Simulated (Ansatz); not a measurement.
# BSiH2+ (triplet): wave-function methods side by side, cc-pVTZ

How much of the correlation energy of BSiH2+ (triplet) does each wave-function method recover here?

Method: cc-pVTZ, correlated electrons: outside noble gas; program: Ansatz 0.2.0, Gaussian basis.

To be run: UHF; CCSD(T) on ROHF; CCSD(T) on UHF; BCCD(T) on ROHF; CCSDT(Q) on ROHF; CCSDT(Q) on UHF; CASSCF and MRCISD+Q, 8 electrons in 10 orbitals; CASSCF and NEVPT2, 8 electrons in 10 orbitals.

## 1. The geometry

The geometry is a PBE0/def2-TZVP stationary point (not a proven minimum) of the parent state, kept for this charge and spin.

4 atoms, charge 1, spin multiplicity 3.

Atoms are counted from 1 here; the program's logs count them from 0.

Bond lengths: Si1–B2 1.954 Å, Si1–H3 1.501 Å, Si1–H4 1.501 Å. Angles: B2–Si1–H3 102.8°, B2–Si1–H4 102.8°, H3–Si1–H4 107.0°.

In the tables R marks a restricted open-shell determinant and U an unrestricted one; 'valence' is the active space of 8 electrons in 10 orbitals; correlation energies count from the lowest restricted Hartree-Fock solution.

## 2. UHF

The input, in.yaml:

```yaml
crystal:
  periodic: [false, false, false]
  atoms:
    - {symbol: Si, position_ang: [-0.085001, 0.000000, 0.494288]}
    - {symbol: B, position_ang: [0.088473, -0.000001, -1.451856]}
    - {symbol: H, position_ang: [0.709774, -1.206838, 0.899706]}
    - {symbol: H, position_ang: [0.709775, 1.206839, 0.899704]}
basis:
  gaussian: {orbitals: cc-pVTZ}
total_charge: 1
magnetization: {spin_polarized: true, initial_magnetization: 2}
hamiltonian: {xc: hf}
output: {orbitals: {seedname: orbitals}}
```

Started as:

```console
> ansatz run in.yaml --threads 1 --pin off --events-out ev --progress --plain --max-ram 4096MiB --backend cpu
```

Further steps of the session: CCSD(T) on ROHF; CCSD(T) on UHF; BCCD(T) on ROHF; CCSDT(Q) on ROHF; CCSDT(Q) on UHF; CASSCF and MRCISD+Q, 8 electrons in 10 orbitals; CASSCF and NEVPT2, 8 electrons in 10 orbitals.

Before running them: what should the planned runs give, taken together? Wanted: correlation energy, UCCSDT(Q); RMP2 from UCCSDT(Q); UMP2 from UCCSDT(Q); RCCSD from UCCSDT(Q); RCCSD(T) from UCCSDT(Q); UCCSD(T) from UCCSDT(Q); RCCSDT(Q) from UCCSDT(Q); NEVPT2 valence from UCCSDT(Q); MRCISD+Q valence from UCCSDT(Q).

The runs gave:

| quantity | value |
| --- | --- |
| correlation energy, UCCSDT(Q) | -5.0384 eV |
| RMP2 from UCCSDT(Q) | +1207.6 meV |
| UMP2 from UCCSDT(Q) | +1204.6 meV |
| RCCSD from UCCSDT(Q) | +244.0 meV |
| RCCSD(T) from UCCSDT(Q) | +54.5 meV |
| UCCSD(T) from UCCSDT(Q) | +54.5 meV |
| RCCSDT(Q) from UCCSDT(Q) | +1.9 meV |
| NEVPT2 valence from UCCSDT(Q) | +781.4 meV |
| MRCISD+Q valence from UCCSDT(Q) | +55.1 meV |
| levels within 1 kcal/mol (43 meV) | RCCSDT, UCCSDT, RCCSDT(Q) |
| T1 diagnostic | 0.040 |
| effectively unpaired electrons | 2.04 |

In words: RCCSD(T) misses by +54.5 meV, 1.1 % of the correlation energy. The occupations are near whole numbers, but T1 = 0.040 shows that the orbitals relax strongly. Of the multireference levels listed MRCISD+Q valence comes nearest (+55.1 meV). These misses are within one basis and frozen core, not against nature; frozen cores of the runs differ by up to some meV.
